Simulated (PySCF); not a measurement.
Gas-phase reaction: 2 H₃SiNH₂ + SiH₂ = 2 N + 3 SiH₄

Computed with PySCF (xtb for GFN2) and rigid-rotor harmonic-oscillator thermochemistry at 1 bar. † marks an energy on the PBE0/def2-TZVP geometry and frequencies; other levels use their own. 6-31G* has spherical d functions here. Open shells (unrestricted): N (multiplicity 4); the rest are closed-shell singlets. GFN2 has no spin-polarisation term. B3LYP is the form with VWN-RPA correlation. H₃SiNH₂: computed as isolated molecules; such fragments, hydroxides, amides, oligomers or adducts are transient or little studied in the gas. The harmonic model lacks anharmonicity and excited electronic states, which grow with temperature; levels with a mode under 35 cm⁻¹ are left out. Internal rotation in H₃SiNH₂ is treated as a harmonic vibration of one conformer, which makes the entropy rough.

```
level               ΔE electronic, kJ  ΔH°(298 K), kJ  ΔS°(298 K), J/K  ΔG°(1600 K), kJ
------------------  -----------------  --------------  ---------------  ---------------
B3LYP/6-31G*                      834             791              188              485
BLYP/def2-TZVP†                   922             879              185              579
GFN2-xTB                         1549            1509              192             1192
HF/6-31G*                         319             273              185              -28
PBE/def2-TZVP†                    967             923              185              623
PBE0/def2-SVP†                    881             837              185              537
LDA/def2-TZVP†                   1137            1094              185              793
ωB97M-V/def2-TZVP†                918             874              185              574
```
ΔH° is lowest at HF/6-31G* and highest at GFN2-xTB. No reference value is set beside these.
